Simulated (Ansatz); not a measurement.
Cartesian coordinates (Å):
SMILES: [CH3]
```xyz
4

C      0.0000     0.0000     0.0001
H      1.0517    -0.2414    -0.0020
H     -0.7349    -0.7901     0.0007
H     -0.3168     1.0315     0.0013
```
Charge 0, spin multiplicity 2.

The numbers are results of frozen-core CCSD(T)/cc-pVTZ // B3LYP-D3(BJ)/def2-TZVP in Ansatz (a quantum-chemistry and plane-wave program), not measurements.

```yaml
HF energy: -39.57747 Ha
MP2 correlation energy: -0.15817 Ha
```

Task: Estimate the CCSD correlation energy, the (T) correction, the total energy and the T1 diagnostic.

Result: 
```json
{
 "CCSD correlation energy": "-0.17878 Ha",
 "(T) correction": "-0.00472 Ha",
 "CCSD(T) total energy": "-39.76098 Ha",
 "T1 diagnostic": "0.008"
}
```
